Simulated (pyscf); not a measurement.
PySCF, gas phase, ωB97X-D3(BJ)/def2-SVP geometries. MP2 and CC: frozen core, UHF for open shells. ΔMP2 is the change of the MP2 total energy from the triple- to the quadruple-zeta basis.

SMILES: PP
```xyz
6

P     -0.0098    -0.4946     0.9917
P      1.6649    -0.0755    -0.4185
H      0.1105    -1.9097     0.8708
H     -1.0110    -0.4224    -0.0201
H      2.6660    -0.1423     0.5938
H      1.5406     1.3395    -0.3012
```
Charge 0, spin multiplicity 1.

Q: List the bond dissociation enthalpies at 298 K of H₂P–PH₂ (SMILES PP) from CCSD(T)/def2-TZVPP + ΔMP2(QZVPP), from the weakest bond up.

A: P–P to PH₂• + PH₂•: 234.3 kJ/mol; H–P to •HP–PH₂ + H•: 327.3 kJ/mol. Ring and multiple bonds, and those that leave no two simple radicals, are not listed. Other isomers of •HP–PH₂ were not searched in full and may lie lower. The CCSD(T) − MP2 part came from Ansatz, without density fitting, on the same reference.
